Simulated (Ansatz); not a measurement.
C2H6S, charge +1, doublet, geometry from GFN2-xTB (a state made from the parent by changing its charge; the spin is typed, not shown lowest); B3LYP/STO-3G in Ansatz (a first-principles code).

Here is a job for Ansatz.
Ansatz 0.2 input:
```yaml
crystal:
  periodic: [false, false, false]
  atoms:
    - {symbol: C, position_ang: [1.28089259, 0.21169350, 0.68335560]}
    - {symbol: S, position_ang: [0.01499802, 0.28322653, -0.56655118]}
    - {symbol: C, position_ang: [-1.30390679, -0.64629964, 0.18600725]}
    - {symbol: H, position_ang: [1.54226619, -0.82365746, 0.90480822]}
    - {symbol: H, position_ang: [2.15771555, 0.74065689, 0.31689816]}
    - {symbol: H, position_ang: [0.93231569, 0.67887698, 1.60539170]}
    - {symbol: H, position_ang: [-0.98486767, -1.67128238, 0.37976291]}
    - {symbol: H, position_ang: [-2.15303809, -0.65232660, -0.49358934]}
    - {symbol: H, position_ang: [-1.59627479, -0.19625504, 1.13537012]}
basis:
  gaussian:
    orbitals: STO-3G
hamiltonian:
  xc: b3lyp
total_charge: 1
magnetization: {spin_polarized: false, initial_magnetization: 1}
```

Output, abridged:

```
Functional definition: B3LYP
320 factors; integrals over basis functions are off by at most 1.8e-5 eV
mean field evaluation 1: about -12854.4033 eV, gradient 1.7e1 eV
mean field evaluation 2: about -12854.3628 eV, gradient 1.7e1 eV
mean field evaluation 4: about -12855.2730 eV, gradient 1.3e0 eV
mean field evaluation 8: about -12855.2792 eV, gradient 2.2e-3 eV
mean field -12855.27915598 eV, -472.4227953612 hartree, gradient 1.0e-5 eV, S^2 0.750000; 0 other end points of the search recorded, 0 dependent functions left out
reference -12855.27933467 eV, -472.4228019279 hartree; 17, 16 occupied and 8, 9 virtual orbitals, 320 factors
Total energy: -12855.27933467 eV, -472.4228019279 hartree
```
